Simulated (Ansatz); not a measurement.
`C[Si]F`. The species carries charge 0 and has multiplicity 1. Geometry: relaxed with PBE0-D4/def2-TZVP.

```xyz
6

C     0.034   -0.132   -0.533
Si    0.826   -0.064    1.177
F    -0.410    0.606    1.981
H     0.698   -0.556   -1.289
H    -0.884   -0.731   -0.490
H    -0.263    0.877   -0.845
```

Task: What is the dipole moment at PBE/def2-TZVPP? (Best estimate.)

Result: The calculation gave: 1.50 D, with components (0.05, -0.35, -1.46) D in this frame, pointing from negative to positive charge.

Task: And with r2SCAN, B3LYP, ωB97M-V? (Best estimate.)

Result: Ansatz gave: r2SCAN 1.57 D, B3LYP 1.52 D, ωB97M-V 1.49 D.

Task: Give the Mulliken charges with PBE, ωB97M-V, r2SCAN in def2-TZVPP. (Estimate.)

Result: Computed: 
| atom | PBE | ωB97M-V | r2SCAN |
| --- | --- | --- | --- |
| C1 | -0.34 | -0.42 | -0.29 |
| Si2 | 0.31 | 0.38 | 0.39 |
| F3 | -0.26 | -0.30 | -0.31 |
| H4 | 0.10 | 0.11 | 0.07 |
| H5 | 0.10 | 0.12 | 0.07 |
| H6 | 0.10 | 0.12 | 0.07 |

B3LYP here is the variant with VWN-RPA as its local correlation; programs differ in this.
